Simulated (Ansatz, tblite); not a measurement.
# Li4H4: rung by rung

How do method and basis change the picture of Li4H4 (singlet)?

Computed with Ansatz 0.2.0, Gaussian basis. Level: as each input shows.

Plan: GFN1-xTB, GFN2-xTB, PBE-D4/def2-TZVP, r2SCAN-D4/def2-TZVP, BLYP-D4/def2-TZVP, BHLYP-D4/def2-TZVP, LC-ωPBE/def2-TZVP, PBE-D4/def2-SVP, PBE0-D4/def2-SVP, CCSD(T)/def2-TZVPP, MP2/def2-TZVP.

2 further runs of the same task are left out: 2 set aside as unsound or not needed.

### 1 The relaxed structure

The geometry is that of the singlet, from an earlier relaxation (PBE-D4/def2-TZVP).

8 atoms, charge 0, spin multiplicity 1.

Bond lengths: Li1–Li2 2.997 Å, Li1–Li4 2.997 Å, Li1–H5 1.693 Å, Li1–H8 1.693 Å, Li2–Li3 2.997 Å, Li2–H5 1.691 Å, Li2–H6 1.690 Å, Li3–Li4 2.996 Å, Li3–H6 1.693 Å, Li3–H7 1.693 Å, Li4–H7 1.691 Å, Li4–H8 1.690 Å. Angles: Li2–Li1–Li4 90.1°, Li2–Li1–H5 27.7°, Li2–Li1–H8 117.7°, Li4–Li1–H5 117.8°, Li4–Li1–H8 27.6°, H5–Li1–H8 145.4°, Li1–Li2–Li3 89.9°, Li1–Li2–H5 27.7°, Li1–Li2–H6 117.5°, Li3–Li2–H5 117.6°, Li3–Li2–H6 27.7°, H5–Li2–H6 145.2°, Li2–Li3–Li4 90.1°, Li2–Li3–H6 27.6°, Li2–Li3–H7 117.8°, Li4–Li3–H6 117.7°, Li4–Li3–H7 27.7°, H6–Li3–H7 145.4° and more.

PBE0-D4/def2-TZVP was run before; its log isn't repeated, and its numbers join the tables.

### 2 GFN1-xTB

Tight binding, by tblite at 300 K electronic temperature and without a spin-polarisation term:

```python
tblite.interface.Calculator('GFN1-xTB', numbers, positions, charge=0, uhf=0).singlepoint()
```

Energy -102.5073 eV, HOMO -12.11 eV, LUMO -8.85 eV; 0.004 s.

### 3 GFN2-xTB

Tight binding, by tblite at 300 K electronic temperature and without a spin-polarisation term:

```python
tblite.interface.Calculator('GFN2-xTB', numbers, positions, charge=0, uhf=0).singlepoint()
```

Energy -87.3860 eV, HOMO -9.41 eV, LUMO -4.39 eV; 0.002 s.

### 4 PBE-D4/def2-TZVP

start.molden holds the orbitals of an earlier run on this state, given as this run's starting guess.

in.yaml

```yaml
crystal:
  periodic: [false, false, false]
  atoms:
    - {symbol: Li, position_ang: [-0.888601, 0.890126, 1.702962]}
    - {symbol: Li, position_ang: [-1.113416, 1.295533, -1.257536]}
    - {symbol: Li, position_ang: [0.895675, -0.883775, -1.702558]}
    - {symbol: Li, position_ang: [1.105390, -1.302621, 1.257029]}
    - {symbol: H, position_ang: [-1.524303, 1.666958, 0.340076]}
    - {symbol: H, position_ang: [-0.166012, 0.313449, -2.255195]}
    - {symbol: H, position_ang: [1.526319, -1.665165, -0.339943]}
    - {symbol: H, position_ang: [0.164928, -0.314494, 2.255156]}
basis:
  gaussian: {orbitals: def2-TZVP, initial_orbitals: start.molden}
hamiltonian: {xc: pbe, dispersion: d4}
scf: {omitted_lower_state_checks: [starts]}
output: {forces: true, orbitals: {seedname: orbitals}}
```

Command:

```sh
> ansatz run in.yaml --threads 2 --pin off --events-out ev --progress --plain --max-ram 4352MiB
```

The runs that follow: r2SCAN-D4/def2-TZVP; BLYP-D4/def2-TZVP; BHLYP-D4/def2-TZVP; LC-ωPBE/def2-TZVP; PBE-D4/def2-SVP; PBE0-D4/def2-SVP; CCSD(T)/def2-TZVPP; MP2/def2-TZVP.

Before running them: what should the planned runs give, taken together? Wanted: gap in def2-TZVP, named functionals, smallest and largest; correlation energy, CCSD(T)/def2-TZVPP; correlation energy, MP2/def2-TZVP; binding an atom, CCSD(T)/def2-TZVPP; PBE0 total energy, smallest basis above largest.

**Answer**, as computed:

```
                                                 quantity                                 value
gap in def2-TZVP, named functionals, smallest and largest  4.65 eV (PBE-D4), 10.86 eV (LC-ωPBE)
                   correlation energy, CCSD(T)/def2-TZVPP                              -7.82 eV
                        correlation energy, MP2/def2-TZVP                              -5.75 eV
                      binding an atom, CCSD(T)/def2-TZVPP                              1.958 eV
          PBE0 total energy, smallest basis above largest         0.63 eV (def2-SVP, def2-TZVP)
```

In words: Over the named functionals in def2-TZVP the gap runs from 4.65 eV (PBE-D4) to 10.86 eV (LC-ωPBE); exact exchange widens it. The functionals in def2-TZVP miss CCSD(T)/def2-TZVPP by -0.075 (PBE0-D4) to +0.032 eV (BHLYP-D4) an atom. The reference is CCSD(T) in one finite basis, so it carries an error of its own, often a tenth of an eV or more, and near misses can't be ranked.
